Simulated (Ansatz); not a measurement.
in.yaml

```yaml
crystal:
  periodic: [false, false, false]
  atoms:
    - {symbol: Cu, position_ang: [0.000000, 0.000000, 0.000000]}
    - {symbol: N, position_ang: [0.000000, 0.000000, 1.738600]}
basis:
  gaussian: {orbitals: def2-SVP}
magnetization: {spin_polarized: true, initial_magnetization: 0}
hamiltonian: {xc: {name: B2PLYP}}
correlation: {electrons: outside_noble_gas}
```

```sh
$ ansatz run in.yaml --threads 1 --pin off --events-out ev --progress --plain --max-ram 2393MiB
```

The program prints:

```
486 factors; integrals over basis functions are off by at most 9.2e-4 eV
mean field evaluation 1: about -46099.7846 eV, gradient 2.8e1 eV
mean field evaluation 2: about -46099.8642 eV, gradient 2.8e1 eV
mean field evaluation 4: about -46102.0533 eV, gradient 7.3e0 eV
mean field evaluation 8: about -46102.3420 eV, gradient 3.3e-1 eV
mean field evaluation 16: about -46102.3444 eV, gradient 4.3e-4 eV
mean field evaluation 32: about -46103.9112 eV, gradient 1.1e-4 eV
mean field evaluation 64: about -46103.8701 eV, gradient 6.6e-1 eV
mean field -46103.91124213 eV, -1694.2874877947 hartree, gradient 4.5e-6 eV, S^2 1.005634; 8 other end points of the search recorded, 0 dependent functions left out
10 core orbitals not correlated: weight in the atoms' cores, before any rotation towards them, 1.000 or more for the frozen orbitals, at most 0.000 for the correlated occupied ones
reference -46103.91137238 eV, -1694.2874925814 hartree; 8, 8 occupied and 27, 27 virtual orbitals, 486 factors
second order -14.52154949 eV of doubles, -0.00000000 eV of singles
Total energy: -46107.83219074 eV, -1694.4315799986 hartree
```

Ran on 1 thread of Arm Neoverse V1, shared host: 7.5 s wall, 0.12 GiB peak host memory.
